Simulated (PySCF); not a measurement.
An unknown is described by computed data only.

Elements present: C and H. Monoisotopic mass: 39.0229 u (electron mass counted); charge +1.

| Item | Value |
| --- | --- |
| 1H NMR | chemical shifts (computed TMS as zero) by class: 11.12 (3 H) ppm [GIAO PBE0/pcSseg-1] |
| UV, strongest line | among the 8 lowest singlet transitions: S5/S6 at 9.37 eV (132 nm, f = 0.250 summed over these states) [TDDFT CAM-B3LYP/def2-SVPD] |
| XPS | C1s 300.5 (×3) eV [ΔSCF SCAN, pcX-2 on the ionised atom, pcseg-1 elsewhere, spin-free X2C] |
| Rotational structure | rotational constants A, B, C: 30.323, 30.317, 15.160 GHz [GFN2-xTB] |
| 13C NMR | chemical shifts (computed TMS as zero) by class: 187.4 (3 C) ppm [GIAO PBE0/pcSseg-1] |
| Triplet | lowest triplet excitation (Tamm–Dancoff): 6.62 eV [TDA CAM-B3LYP/def2-SVPD] |
| Polarisability | 23.3 au [CAM-B3LYP/def2-SVPD] |
| Couplings | largest of the computed one-bond spin–spin couplings (means over like bonds): 13C–1H +282.4 (×3), 13C–13C +26.3 (×3) Hz [B3LYP/pcJ-1] |

Electronic properties: PySCF, gas phase, density fitting. Levels stand in brackets. Geometry: GFN2-xTB; no solvent, vibrations or thermal averaging. Each NMR value is the plain mean over a class of atoms that symmetry, rotation or inversion makes alike.

Question: Which formula fits the mass and the elements?

Answer: C3H3 (calculated 39.0229). No other formula that holds each of these elements comes within 0.0003 u with a fitting electron parity and a possible valence count.

Question: Give a SMILES that accounts for the data.

Answer: Numbering: `[cH:1]1[cH:2][cH+:3]1`. 3 carbons fall into 1 class: unsaturated ring CH carbon [C1/C2/C3] (187.4 ppm, 3 C). All hydrogens form one class (11.12 ppm): hydrogen on carbon. The couplings run between: +282.4 Hz, unsaturated ring CH carbon [C1] and its hydrogen (with 2 like pairs); +26.3 Hz, unsaturated ring CH carbon [C1] and unsaturated ring CH carbon [C2] (with 2 like pairs). The core levels belong to: C1s 300.5 eV, unsaturated ring CH carbon [C1/C2/C3]. The optimised geometry has point group D3h and is an oblate symmetric top (the spread among constants that symmetry makes equal is optimisation noise). Structure: `c1c[cH+]1`. The assignments are read from this structure; whether some other isomer fits the data as well wasn't checked.
